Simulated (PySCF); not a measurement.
# H3P: the cost of one run

Computed with PySCF 2.14.0 (vibrations and intensities, pbe0, def2-tzvpp, and further levels as typed in the inputs, unless a step's input says otherwise).

## Step 1: The starting structure

Bond lengths: P1–H2 1.420 Å, P1–H3 1.419 Å, P1–H4 1.419 Å. Angles: H2–P1–H3 93.1°, H2–P1–H4 93.1°, H3–P1–H4 93.1°.

Coordinates:

```xyz
4

P     0.0000    0.0000    0.1228
H     1.1901    0.0000   -0.6509
H    -0.5950    1.0306   -0.6509
H    -0.5950   -1.0306   -0.6509
```

## Step 2: Vibrations and intensities: H3P

It takes the final geometry of an earlier run.

Contents of run.py:

```python
from pyscf import gto, dft
from pyscf.hessian import thermo
import numpy as np
mol = gto.M(atom="mol.xyz", basis="def2-tzvpp", verbose=4)
mf = dft.RKS(mol, xc="pbe0").density_fit().run(conv_tol=1e-9)
mol.verbose = 0; x = mol.atom_coords(); n = x.size; h = np.zeros((n, n + 3))
def point(d):
    m = mol.set_geom_(x + d.reshape(-1, 3), unit="Bohr", inplace=False); s = dft.RKS(m, xc="pbe0").density_fit()
    s.grids.level = 4
    s.run(mf.make_rdm1(), conv_tol=1e-10); g = s.nuc_grad_method(); g.grid_response = True
    return np.append(g.kernel(), s.dip_moment(unit="AU", verbose=0))
for k in range(n): d = np.zeros(n); d[k] = 0.01; h[k] = (point(d) - point(-d)) / 0.02
H = (h[:, :n] + h[:, :n].T) / 2
f = thermo.harmonic_analysis(mol, H.reshape(mol.natm, 3, mol.natm, 3).transpose(0, 2, 1, 3))
print("harmonic vibrations: frequency (1/cm), infrared intensity (km/mol)")
for w, q in zip(f["freq_wavenumber"], f["norm_mode"]): t = q.ravel() @ h[:, n:]; print(f"  {w.real - w.imag:9.2f} {974.88 * t @ t:9.2f}")
```

On the command line:

```console
$ python run.py
```

**Question.** How long does this run take on 4 threads of AMD EPYC 9R45 (Zen 5), shared host?

About 15 s.
